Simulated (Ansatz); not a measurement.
A made-up structure of Si₂H₄S, closed shell:

Si1  (-1.258, 0.848, -1.023)
Si2  (0.257, -0.021, 0.544)
S3  (1.741, -1.827, 0.124)
H4  (-1.427, 0.171, -2.465)
H5  (-2.219, 2.019, -0.592)
H6  (0.517, 0.567, 2.054)
H7  (2.389, -1.757, 1.358)
(Å)

It is relaxed with PBE-D4/def2-SVP and then PBE0-D4/def2-TZVP (Ansatz 0.2.0). Atoms count as bonded within 1.22 times the sum of their covalent radii (H–H: 0.88 Å). The end point is not checked to be a true minimum.

(1) Does its bonding change? (Judge from chemistry; the calculation decides.)

## Answers

(1) Computed: No: no bond forms or breaks.

Where it ends: The first stage lowers the energy by 1.02 eV in 9 steps. It ends as Si₂H₄S ([SiH2][SiH][SH]):
Si1  (-0.892, 0.975, -1.032)
Si2  (0.079, -0.162, 0.560)
S3  (1.414, -1.765, 0.183)
H4  (-1.297, 0.134, -2.191)
H5  (-2.056, 1.731, -0.488)
H6  (0.454, 0.501, 1.835)
H7  (2.298, -1.414, 1.133)
(Å)

Labels in which every atom is bracketed show which atoms are joined, not bond orders.

For scale, one of the runs: PBE0-D4/def2-TZVP relaxation, 135 basis functions, launched by `ansatz run in.yaml --threads 2 --pin off --events-out ev --progress --plain --max-ram 4352MiB`. The run took about 23 s on 2 CPU threads of an Arm Neoverse V1 (shared host).
